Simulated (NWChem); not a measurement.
Ionisation of acetylene (C2H2)

```xyz
4

C      0.0000     0.0000    -0.6043
C      0.0000     0.0000     0.6043
H      0.0000     0.0000    -1.6792
H      0.0000     0.0000     1.6792
```
Charge 0, spin multiplicity 1.

Program: NWChem. The geometry was optimised at PBE0/def2-SVP, a minimum by its harmonic frequencies.

Basis set: def2-TZVP. −ε marks an orbital energy of the parent.

B3LYP has NWChem's definition, with VWN1-RPA local correlation.

### Question
One of these methods gave a first vertical ionisation energy of 11.13 eV. Which?
(A) −ε(HOMO) of PBE
(B) −ε(HOMO) of HF
(C) −ε(HOMO) of M06-2X
(D) −ε(HOMO) of B3LYP

### Answer
B, −ε(HOMO) of HF. The others give 7.13 (−ε(HOMO) of PBE), 8.13 (−ε(HOMO) of B3LYP), 9.67 (−ε(HOMO) of M06-2X).
